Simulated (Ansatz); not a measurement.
Born–Oppenheimer molecular dynamics of AlClFH (4 atoms, charge 0, multiplicity 1). It starts at the highest image of a converged band. Of that band: Neighbouring images differ by up to 2.1 eV, so the band resolves the path poorly. A vibrational analysis at the climbing image gives one clearly imaginary mode, 1063i cm⁻¹: a first-order saddle point.

Computed with Ansatz, RKS PBE0-D4/6-31G*.

| Item | Value |
| --- | --- |
| ensemble | NVE (velocity Verlet) |
| time step | 0.5 fs |
| steps asked | 200 |
| starting velocities drawn for | 300 K |
| seed | 9035 |

First frame:

```xyz
4
Properties=species:S:1:pos:R:3
Al -0.351 0.000 0.444
H 1.043 0.000 1.446
Cl 2.168 0.000 0.232
F -1.025 0.000 -1.062
```

**Question.** How far do the bonds stretch over the last three quarters of this one trajectory? (Pairs bonded in most of those frames.)

**Answer.** 
```json
{"bond": "Al1–F4", "mean (Å)": "1.676", "spread (Å)": "0.007", "shortest": "1.67", "longest": "1.69"}
{"bond": "H2–Cl3", "mean (Å)": "1.304", "spread (Å)": "0.078", "shortest": "1.19", "longest": "1.42"}
```

Mean temperature of the second half: 2993 K. The conserved energy stayed within 0.64 meV per atom of its start (net change 0.2 meV per atom), so the integration is sound. The system heated up, since it started high on the potential surface and ran downhill. A run of 0.1 ps of so small a system gives no equilibrium averages. The orbitals stay closed-shell, which can raise the energy where a bond breaks towards radicals; this wasn't checked here.

Time of the run: 3.8 min on 1 thread of Arm Neoverse V2 (shared host), peak memory 0.096 GiB.
